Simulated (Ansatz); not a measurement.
# CHBSi (singlet): from Hartree-Fock to the top rungs, cc-pVDZ

An exercise on one series of results from a longer session: the logs are not shown, and one member is left open.

Computed with Ansatz 0.2.0, Gaussian basis. Level: cc-pVDZ, core rule «outside noble gas», up to 7 orbitals frozen.

The runs, in order: UHF; CCSD(T) on RHF; BCCD(T) on RHF; CISD; CCSDT(Q) on RHF; CASSCF and MRCISD+Q, 8 electrons in 8 orbitals; CASSCF and NEVPT2, 8 electrons in 8 orbitals.

9 further runs of the same task are left out: 3 that didn't finish, 6 set aside as unsound or not needed.

### What is computed

The geometry is a PBE0/def2-TZVP stationary point (not a proven minimum).

4 atoms, charge 0, spin multiplicity 1.

Atoms are counted from 1 here; the program's logs count them from 0.

Bond lengths: B1–C3 1.366 Å, B1–H4 1.176 Å, Si2–C3 1.685 Å. Angles: C3–B1–H4 178.2°, B1–C3–Si2 107.1°.

The first run:

in.yaml reads:

```yaml
crystal:
  periodic: [false, false, false]
  atoms:
    - {symbol: B, position_ang: [0.000000, -0.241563, 1.545580]}
    - {symbol: Si, position_ang: [0.000000, -0.163599, -0.914026]}
    - {symbol: C, position_ang: [0.000000, 0.684873, 0.541816]}
    - {symbol: H, position_ang: [0.000000, -1.011482, 2.434693]}
basis:
  gaussian: {orbitals: cc-pVDZ}
magnetization: {spin_polarized: true, initial_magnetization: 0}
hamiltonian: {xc: hf}
output: {orbitals: {seedname: orbitals}}
```

Command:

```sh
ansatz run in.yaml --threads 1 --pin off --events-out ev --progress --plain --max-ram 2393MiB
```

Steps of the session up to this table: UHF; CCSD(T) on RHF; BCCD(T) on RHF; CISD; CCSDT(Q) on RHF; CASSCF and MRCISD+Q, 8 electrons in 8 orbitals; CASSCF and NEVPT2, 8 electrons in 8 orbitals.

One of the session's tables, all rows but one given; the rest of the session is left out.

| method | from RCCSDT(Q) (meV) |
| --- | --- |
| RHF | +8813.6 |
| RMP2 | +1156.5 |
| CISD | +1418.3 |
| RCCSD | +541.4 |
| RCCSD(T) | +64.3 |
| BCCD(T) | +60.5 |
| RCCSDT | +44.8 |
| RCCSDT(Q) | 0 |
| CASSCF frontier | +6313.8 |
| NEVPT2 frontier | +1446.3 |
| MRCISD frontier | +734.0 |
| MRCISD+Q frontier | ? |

**Question.** Estimate the row for MRCISD+Q frontier.

**Answer.** from RCCSDT(Q) (meV): +132.5. In the column «from RCCSDT(Q) (meV)» it lies between RCCSD(T) (+64.3) and RCCSD (+541.4).

With the free atoms at the same levels and basis (separate runs), the atomisation energy is 14.207 eV at RCCSDT(Q), 14.174 eV at RCCSD(T), 10.820 eV at RHF.
